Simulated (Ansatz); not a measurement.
**BNH₃− (SMILES B[NH-]): one structure at several levels**

An exercise on one series of results from a longer session: the logs are not shown, and one member is left open.

Program: Ansatz 0.2.0, Gaussian basis. Level of theory: single points in def2-TZVPPD. These are calculated values, not measurements.

Correlated methods freeze the cores. B3LYP uses VWN-RPA correlation.

## The system as given

5 atoms, charge -1, spin multiplicity 1.

Atoms are counted from 1 here; the program's logs count them from 0.

Bond lengths: B1–N2 1.351 Å, B1–H3 1.224 Å, B1–H4 1.303 Å, N2–H5 1.060 Å. Angles: N2–B1–H3 130.0°, N2–B1–H4 121.0°, H3–B1–H4 108.6°, B1–N2–H5 116.0°.

As a file:

```xyz
5

B    -0.25140   -0.26890   -0.05950
N     0.60410    0.75810   -0.25530
H    -0.50160   -0.90100    0.95840
H    -1.08810   -0.63240   -0.99030
H     1.08410    1.13550    0.61100
```

The first run:

File run/in.yaml:

```yaml
crystal:
  periodic: [false, false, false]
  atoms:
    - {symbol: B, position_ang: [-0.251400, -0.268900, -0.059500]}
    - {symbol: N, position_ang: [0.604100, 0.758100, -0.255300]}
    - {symbol: H, position_ang: [-0.501600, -0.901000, 0.958400]}
    - {symbol: H, position_ang: [-1.088100, -0.632400, -0.990300]}
    - {symbol: H, position_ang: [1.084100, 1.135500, 0.611000]}
basis:
  gaussian: {orbitals: "def2-TZVPPD.json"}
total_charge: -1
correlation: {method: ccsd_t}
output: {forces: true}
```

The basis file named in the input lies beside it (Basis Set Exchange, JSON).

No record of the launch command was kept for these runs.

Steps of the session up to this table: CCSD(T)/def2-TZVPPD; PBE0-D4/def2-TZVPPD; wB97M-V/def2-TZVPPD; r2SCAN-D4/def2-TZVPPD; PBE-D4/def2-TZVPPD; B3LYP-D4/def2-TZVPPD; HSE06-D4/def2-TZVPPD.

One table of the session follows, with a row left open; its other results are not shown here.

| method | RMS force component (eV/Å) | angle to CCSD(T) forces (°) |
| --- | --- | --- |
| CCSD(T) | 0.949 | reference |
| PBE0-D4 | 0.790 | 14.6 |
| wB97M-V | 0.807 | 13.9 |
| r2SCAN-D4 | ? | ? |
| PBE-D4 | 0.774 | 6.4 |
| B3LYP-D4 | 0.785 | 12.5 |
| HSE06-D4 | 0.789 | 14.2 |

**Question.** Estimate the row for r2SCAN-D4.

As computed: RMS force component (eV/Å): 0.781; angle to CCSD(T) forces (°): 10.8. In the column «RMS force component (eV/Å)» it lies between PBE-D4 (0.774) and B3LYP-D4 (0.785).
